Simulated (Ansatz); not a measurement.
# C3H3FO: basis-set convergence

The task here is to estimate one member of a computed series from the others.

The runs use Ansatz 0.2.0, Gaussian basis; one geometry, several basis sets.

The runs, in order: PBE0-D4/def2-SVP; ωB97M-V/def2-SVP; PBE0-D4/def2-QZVPP; ωB97M-V/def2-QZVPP; the functionals' def2-TZVPP values are taken from earlier runs.

### The relaxed structure

The geometry comes from an earlier relaxation with PBE0-D4 in a triple-zeta def2 set; it is a stationary point, not always the lowest conformer.

SMILES `FC1C=CO1`, 8 atoms, charge 0, spin multiplicity 1.

Atoms are counted from 1 here; the program's logs count them from 0.

Bond lengths: F1–C2 1.345 Å, C2–C3 1.501 Å, C2–O5 1.454 Å, C2–H6 1.093 Å, C3–C4 1.331 Å, C3–H7 1.075 Å, C4–O5 1.381 Å, C4–H8 1.082 Å. Angles: F1–C2–C3 119.0°, F1–C2–O5 111.4°, F1–C2–H6 108.9°, C3–C2–O5 88.9°, C3–C2–H6 117.4°, O5–C2–H6 109.3°, C2–C3–C4 85.6°, C2–C3–H7 136.1°, C4–C3–H7 138.0°, C3–C4–O5 99.5°, C3–C4–H8 139.7°, O5–C4–H8 120.7°, C2–O5–C4 85.7°.

Geometry (Å):

```
F    -1.09864    1.25032    1.08461
C    -0.23798    0.81210    0.14891
C     0.62867   -0.37466    0.45652
C    -0.00938   -0.97188   -0.54705
O    -0.91495    0.02053   -0.86507
H     0.23909    1.67381   -0.32439
H     1.45278   -0.58144    1.11521
H     0.03260   -1.88597   -1.12443
```

The first run:

in.yaml

```yaml
crystal:
  periodic: [false, false, false]
  atoms:
    - {symbol: F, position_ang: [-1.098635, 1.250323, 1.084610]}
    - {symbol: C, position_ang: [-0.237976, 0.812095, 0.148909]}
    - {symbol: C, position_ang: [0.628668, -0.374662, 0.456520]}
    - {symbol: C, position_ang: [-0.009378, -0.971883, -0.547053]}
    - {symbol: O, position_ang: [-0.914947, 0.020527, -0.865070]}
    - {symbol: H, position_ang: [0.239090, 1.673807, -0.324395]}
    - {symbol: H, position_ang: [1.452777, -0.581436, 1.115212]}
    - {symbol: H, position_ang: [0.032600, -1.885970, -1.124433]}
basis:
  gaussian: {orbitals: def2-SVP}
hamiltonian: {xc: pbe0, dispersion: d4}
output: {orbitals: {seedname: orbitals}}
```

The run is started by

```bash
$ ansatz run in.yaml --threads 2 --pin off --events-out ev --progress --plain --max-ram 4352MiB
```

Among the steps run: PBE0-D4 in def2-SVP; ωB97M-V in def2-SVP; PBE0-D4 in def2-QZVPP; ωB97M-V in def2-QZVPP.

One of the session's tables, all rows but one given; the rest of the session is left out.

It belongs to the step «Density functionals: the series». 

| functional | basis | HOMO (eV) | LUMO (eV) |
| --- | --- | --- | --- |
| PBE0-D4 | def2-SVP | -7.03 | -0.04 |
| PBE0-D4 | def2-TZVPP | -7.12 | -0.23 |
| PBE0-D4 | def2-QZVPP | -7.16 | -0.32 |
| ωB97M-V | def2-SVP | -9.32 | 2.22 |
| ωB97M-V | def2-TZVPP | ? | ? |
| ωB97M-V | def2-QZVPP | -9.45 | 1.69 |

Q: Estimate the row for ωB97M-V, def2-TZVPP from the others.

As computed: HOMO (eV): -9.42; LUMO (eV): 1.90. In the column «HOMO (eV)» it lies between ωB97M-V, def2-QZVPP (-9.45) and ωB97M-V, def2-SVP (-9.32).
